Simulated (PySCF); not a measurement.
These 2 structures share the formula C3H5FS. Theory: PBE0-D3(BJ)/def2-SVP geometry optimisation, gas phase (PySCF). Energies are electronic, without zero-point or thermal terms, for one conformer each. No frequencies were run at this level. Point groups hold within 0.08 Å.

Question: Rank from lowest to highest electronic energy at this level (kcal/mol).
A. `[CH3:1][S:2]/[CH:3]=[CH:4]\[F:5]` with C1–S2–C3–C4 2°
B. `[CH3:1][S:2]/[CH:3]=[CH:4]/[F:5]` with C1–S2–C3–C4 180°

Answer: A (0.0), B (2.3).

Neighbours under 2.5 kcal/mol apart (CS/C=C\F and CS/C=C/F) can change places with a better method, another conformer or zero-point energy. CS/C=C\F and CS/C=C/F are stereoisomers, 2.3 kcal/mol apart in the conformers taken.

```csv
SMILES,E (Eh),E rel (kcal/mol),dipole (D),point group,"A, B, C (MHz)"
CS/C=C\F,-614.66768,0.0,0.38,near Cs,"6820, 3023, 2124"
CS/C=C/F,-614.66406,2.3,1.80,Cs,"15053, 1685, 1531"
```

Q: How do the relative energies change in single points at PBE0/pcSseg-1 (no added dispersion term) on the same geometries?

A: 
```tsv
SMILES	PBE0-D3(BJ)/def2-SVP (kcal/mol)	PBE0/pcSseg-1 (kcal/mol)	shift
CS/C=C\F	0.0	0.0	0.0
CS/C=C/F	2.3	2.0	-0.3
```

Each column counts from its own lowest isomer. The order is unchanged; the largest shift is 0.3 kcal/mol.
